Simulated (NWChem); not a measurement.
Program: NWChem. System: hydrogen isocyanide (CHN), charge 0, spin multiplicity 1, at a geometry optimised with PBE0/def2-SVP. Level: G0W0@PBE/def2-TZVP, RI basis def2-tzvp-rifit.

The NWChem input:

```
start mol
memory heap 200 mb stack 700 mb global 1700 mb
geometry units angstroms nocenter noautoz
  C      0.000000     0.000000     0.741093
  N      0.000000     0.000000    -0.430373
  H      0.000000     0.000000    -1.433944
  symmetry group C2v
end
basis spherical
  * library def2-tzvp
end
basis "ri basis" bse spherical
  * library def2-tzvp-rifit
end
dft
  xc xpbe96 cpbe96
  iterations 100
  direct
  tolerances tight
end
task dft energy
gw
  states alpha occ 4 vir 2
end
task dft gw
```

Part of the output:

```
             Northwest Computational Chemistry Package (NWChem) 7.3.0
             --------------------------------------------------------

                                NWChem Input Module
                                -------------------

 Scaling coordinates for geometry "geometry" by  1.889725989
 (inverse scale =  0.529177249)

 Turning off AUTOSYM since
 SYMMETRY directive was detected!

                             Geometry "geometry" -> ""
                             -------------------------

 Output coordinates in angstroms (scale by  1.889725989 to convert to a.u.)

  No.       Tag          Charge          X              Y              Z
 ---- ---------------- ---------- -------------- -------------- --------------
    1 C                    6.0000     0.00000000     0.00000000     0.74109300
    2 N                    7.0000     0.00000000     0.00000000    -0.43037300
    3 H                    1.0000     0.00000000     0.00000000    -1.43394400

 Effective nuclear repulsion energy (a.u.)      24.1231686442

            Nuclear Dipole moment (a.u.)
            ----------------------------
        X                 Y               Z
 ---------------- ---------------- ----------------
     0.0000000000     0.0000000000     0.0000056692

      Symmetry information
      --------------------

 Group name             C2v
 Group number             16
 Group order               4
 No. of unique centers     3

      Symmetry unique atoms

     1    2    3


 Summary of "ao basis" -> "" (spherical)
 ------------------------------------------------------------------------------
       Tag                 Description            Shells   Functions and Types
 ---------------- ------------------------------  ------  ---------------------
 *                         def2-tzvp                  on all atoms

 new library libraries.bse/

 Summary of "ri basis" -> "" (spherical)
 ------------------------------------------------------------------------------
       Tag                 Description            Shells   Functions and Types
 ---------------- ------------------------------  ------  ---------------------
 *                      def2-tzvp-rifit               on all atoms

  pbe96 is a nonlocal functional; adding pw91lda local functional.

                                 NWChem DFT Module
                                 -----------------

 Summary of "ao basis" -> "ao basis" (spherical)
 ------------------------------------------------------------------------------
       Tag                 Description            Shells   Functions and Types
 ---------------- ------------------------------  ------  ---------------------
 C                         def2-tzvp                11       31   5s3p2d1f
 N                         def2-tzvp                11       31   5s3p2d1f
 H                         def2-tzvp                 4        6   3s1p

 Summary of "ao basis" -> "ao basis" (spherical)
 ------------------------------------------------------------------------------
       Tag                 Description            Shells   Functions and Types
 ---------------- ------------------------------  ------  ---------------------
 C                         def2-tzvp                11       31   5s3p2d1f
 N                         def2-tzvp                11       31   5s3p2d1f
 H                         def2-tzvp                 4        6   3s1p

      Symmetry analysis of basis
      --------------------------

        a1         32
        a2          6
        b1         15
        b2         15

            General Information
            -------------------
          SCF calculation type: DFT
          Wavefunction type:  closed shell.
          No. of atoms     :     3
          No. of electrons :    14
           Alpha electrons :     7
            Beta electrons :     7
          Charge           :     0
          Spin multiplicity:     1
          Use of symmetry is: on ; symmetry adaption is: on
          Maximum number of iterations: 100
          This is a Direct SCF calculation.
          AO basis - number of functions:    68
                     number of shells:    26
          Convergence on energy requested:  1.00D-06
          Convergence on density requested:  1.00D-05
          Convergence on gradient requested:  5.00D-04

              XC Information
              --------------
          PerdewBurkeErnzerhof Exchange Functional  1.000
            Perdew 1991 LDA Correlation Functional  1.000 local
           PerdewBurkeErnz. Correlation Functional  1.000 non-local

             Grid Information
             ----------------
          Grid used for XC integration:  medium
          Radial quadrature: Mura-Knowles
          Angular quadrature: Lebedev.
          Tag              B.-S. Rad. Rad. Pts. Rad. Cut. Ang. Pts.
          ---              ---------- --------- --------- ---------
          C                   0.70       49           8.0       434
          N                   0.65       49           7.0       434
          H                   0.35       45           8.0       434
          Grid pruning is: on
          Number of quadrature shells:   143
          Spatial weights used:  Erf1

          Convergence Information
          -----------------------
          Convergence aids based upon iterative change in
          total energy or number of iterations.
          Levelshifting, if invoked, occurs when the
          HOMO/LUMO gap drops below (HL_TOL):  1.00D-02
          DIIS, if invoked, will attempt to extrapolate
          using up to (NFOCK): 10 stored Fock matrices.
[...]
    16 b2         17 b1

 !! scf_movecs_sym_adapt:   30 vectors were symmetry contaminated

  Symmetry fudging

 !! scf_movecs_sym_adapt:   30 vectors were symmetry contaminated

   convergence    iter        energy       DeltaE   RMS-Dens  Diis-err    time
 ---------------- ----- ----------------- --------- --------- ---------  ------
 d= 0,ls=0.0,diis     1    -93.3004051830 -1.17D+02  6.34D-03  3.36D-01     0.5

 !! scf_movecs_sym_adapt:   30 vectors were symmetry contaminated

  Symmetry fudging

 !! scf_movecs_sym_adapt:   30 vectors were symmetry contaminated

 d= 0,ls=0.0,diis     2    -93.3017897506 -1.38D-03  5.79D-03  1.98D-01     0.8

 !! scf_movecs_sym_adapt:   30 vectors were symmetry contaminated

  Symmetry fudging

 !! scf_movecs_sym_adapt:   30 vectors were symmetry contaminated

 d= 0,ls=0.0,diis     3    -93.2821790368  1.96D-02  3.28D-03  3.66D-01     1.0

 !! scf_movecs_sym_adapt:   30 vectors were symmetry contaminated

  Symmetry fudging

 !! scf_movecs_sym_adapt:   30 vectors were symmetry contaminated

 d= 0,ls=0.0,diis     4    -93.3226872085 -4.05D-02  2.76D-04  9.06D-04     1.3

 !! scf_movecs_sym_adapt:   30 vectors were symmetry contaminated

  Symmetry fudging

 !! scf_movecs_sym_adapt:   30 vectors were symmetry contaminated

 d= 0,ls=0.0,diis     5    -93.3227871297 -9.99D-05  5.19D-05  7.71D-06     1.6

 !! scf_movecs_sym_adapt:   30 vectors were symmetry contaminated

  Symmetry fudging

 !! scf_movecs_sym_adapt:   30 vectors were symmetry contaminated

 d= 0,ls=0.0,diis     6    -93.3227879504 -8.21D-07  1.18D-05  7.61D-07     1.8

 !! scf_movecs_sym_adapt:   30 vectors were symmetry contaminated

  Symmetry fudging

 !! scf_movecs_sym_adapt:   28 vectors were symmetry contaminated

 d= 0,ls=0.0,diis     7    -93.3227880430 -9.26D-08  2.11D-06  9.90D-08     2.0

         Total DFT energy =      -93.322788042999
      One electron energy =     -173.122636963404
           Coulomb energy =       68.157223652855
    Exchange-Corr. energy =      -12.480543376692
 Nuclear repulsion energy =       24.123168644243

 Numeric. integr. density =       14.000000766369

     Total iterative time =      1.8s

                  Occupations of the irreducible representations
                  ----------------------------------------------

                     irrep           alpha         beta
                     --------     --------     --------
                     a1                5.0          5.0
                     a2                0.0          0.0
                     b1                1.0          1.0
                     b2                1.0          1.0

                       DFT Final Molecular Orbital Analysis
                       ------------------------------------

 Vector    5  Occ=2.000000D+00  E=-3.450366D-01  Symmetry=b2
              MO Center= -4.7D-33, -2.8D-17, -9.2D-02, r^2= 1.0D+00
   Bfn.  Coefficient  Atom+Function         Bfn.  Coefficient  Atom+Function
  ----- ------------  ---------------      ----- ------------  ---------------
    38      0.376805  2 N  py                41      0.316910  2 N  py
     7      0.253307  1 C  py                44      0.204901  2 N  py
    10      0.183893  1 C  py                13      0.062472  1 C  py

 Vector    6  Occ=2.000000D+00  E=-3.450366D-01  Symmetry=b1
              MO Center=  1.5D-17,  2.7D-32, -9.2D-02, r^2= 1.0D+00
   Bfn.  Coefficient  Atom+Function         Bfn.  Coefficient  Atom+Function
  ----- ------------  ---------------      ----- ------------  ---------------
    37      0.376805  2 N  px                40      0.316910  2 N  px
     6      0.253307  1 C  px                43      0.204901  2 N  px
     9      0.183893  1 C  px                12      0.062472  1 C  px

 Vector    7  Occ=2.000000D+00  E=-2.775587D-01  Symmetry=a1
              MO Center= -3.2D-15, -1.3D-15,  1.1D+00, r^2= 1.0D+00
   Bfn.  Coefficient  Atom+Function         Bfn.  Coefficient  Atom+Function
  ----- ------------  ---------------      ----- ------------  ---------------
     4      0.393116  1 C  s                  5      0.360326  1 C  s
     8      0.319252  1 C  pz                 3      0.249004  1 C  s
    11      0.225855  1 C  pz                36     -0.164518  2 N  s
     2     -0.155969  1 C  s                 39     -0.133976  2 N  pz
    34     -0.116629  2 N  s                 35     -0.086904  2 N  s

 Vector    8  Occ=0.000000D+00  E=-2.940493D-02  Symmetry=b1
              MO Center=  3.2D-15, -8.7D-31,  4.3D-01, r^2= 1.8D+00
   Bfn.  Coefficient  Atom+Function         Bfn.  Coefficient  Atom+Function
  ----- ------------  ---------------      ----- ------------  ---------------
    12      0.548621  1 C  px                43     -0.504185  2 N  px
     9      0.393086  1 C  px                 6      0.383164  1 C  px
    37     -0.282685  2 N  px                40     -0.250515  2 N  px
    54     -0.037064  2 N  d  1              66     -0.030962  3 H  px

 Vector    9  Occ=0.000000D+00  E=-2.940493D-02  Symmetry=b2
              MO Center= -2.2D-31,  6.1D-16,  4.3D-01, r^2= 1.8D+00
   Bfn.  Coefficient  Atom+Function         Bfn.  Coefficient  Atom+Function
  ----- ------------  ---------------      ----- ------------  ---------------
    13      0.548621  1 C  py                44     -0.504185  2 N  py
    10      0.393086  1 C  py                 7      0.383164  1 C  py
    38     -0.282685  2 N  py                41     -0.250515  2 N  py
    52      0.037064  2 N  d -1              67     -0.030962  3 H  py

 Vector   10  Occ=0.000000D+00  E= 2.291876D-03  Symmetry=a1
              MO Center=  1.4D-16,  2.6D-16, -1.9D+00, r^2= 2.3D+00
   Bfn.  Coefficient  Atom+Function         Bfn.  Coefficient  Atom+Function
  ----- ------------  ---------------      ----- ------------  ---------------
    65      2.051029  3 H  s                 36     -1.102045  2 N  s
    45      0.870234  2 N  pz                 4     -0.329281  1 C  s
     5     -0.304564  1 C  s                 64      0.220605  3 H  s
    34     -0.209112  2 N  s                 39      0.181449  2 N  pz
    42      0.172829  2 N  pz                 8     -0.113842  1 C  pz

 center of mass
 --------------
 x =   0.00000000 y =   0.00000000 z =   0.09944402

 moments of inertia (a.u.)
 ------------------
          39.930831033407           0.000000000000           0.000000000000
           0.000000000000          39.930831033407           0.000000000000
           0.000000000000           0.000000000000           0.000000000000

     Multipole analysis of the density
     ---------------------------------

     L   x y z        total         alpha         beta         nuclear
     -   - - -        -----         -----         ----         -------
     0   0 0 0     -0.000000     -7.000000     -7.000000     14.000000

     1   1 0 0     -0.000000     -0.000000     -0.000000      0.000000
     1   0 1 0     -0.000000     -0.000000     -0.000000      0.000000
     1   0 0 1     -1.234919     -0.617462     -0.617462      0.000006

     2   2 0 0     -8.973444     -4.486722     -4.486722      0.000000
     2   1 1 0     -0.000000     -0.000000     -0.000000      0.000000
     2   1 0 1     -0.000000     -0.000000     -0.000000      0.000000
     2   0 2 0     -8.973444     -4.486722     -4.486722      0.000000
     2   0 1 1     -0.000000     -0.000000     -0.000000      0.000000
     2   0 0 2     -7.734918    -15.737774    -15.737774     23.740631

 Task  times  cpu:        1.9s     wall:        1.9s

                                NWChem Input Module
                                -------------------

                                 NWChem GW Module
                                 ----------------

                             ***********************
                             ***        GW       ***
                             ***********************

 Summary of "ri basis" -> "ri basis" (spherical)
 ------------------------------------------------------------------------------
       Tag                 Description            Shells   Functions and Types
 ---------------- ------------------------------  ------  ---------------------
 C                      def2-tzvp-rifit             22       76   8s6p4d3f1g
 N                      def2-tzvp-rifit             22       76   8s6p4d3f1g
 H                      def2-tzvp-rifit              7       15   4s2p1d

                 Memory Information
                 ------------------
          Available GA per process is          1700.0 MBs
          Available stack per process is        700.0 MBs
          Available heap per process is           0.0 MBs

          Peak memory in Initialization
              Peak GA per process is                  1.0 MBs
              Peak stack per process is               0.1 MBs
              Peak heap per process is                1.2 MBs
              Memory not in MA per process            0.0 MBs

          Peak memory in AFF Calculation
              Peak GA per process is                  2.7 MBs
              Peak stack per process is               1.4 MBs
              Peak heap per process is                0.0 MBs
              Memory not in MA per process            1.4 MBs

          Computing 2-center integrals
          Computing Inverse Cholesky factor
          Computing 3-center integrals
          Computing V_xc ...

          Computing Sigma_x
          Computing RPA polarizability
          Solving quasiparticle equations

                  Alpha Orbitals
          State     Energy (eV)     Error (eV)
          -----------------------------------
@GW         4        -21.624           0.001
@GW         5        -13.354           0.003
@GW         6        -13.354           0.003
@GW         7        -11.307           0.002
@GW         8          3.093           0.003
@GW         9          3.093           0.003

   Applying  -3.7547 eV scissor-shift to rest of particle states

   Applying   3.8928 eV scissor-shift to rest of hole states

     GW Timing Statistics
   ------------------------
   Init.   :          0.0s
     ERIs  :          0.1s
     Distr.:          0.0s
     Vxc   :          0.0s
   Sigma_x :          0.0s
   RPA     :          0.0s
   Wmn     :          0.0s
   Sigma_c :          0.0s
   GW total:          0.2s

 Task  times  cpu:        0.2s     wall:        0.2s

 Total times  cpu:        2.2s     wall:        2.2s
```
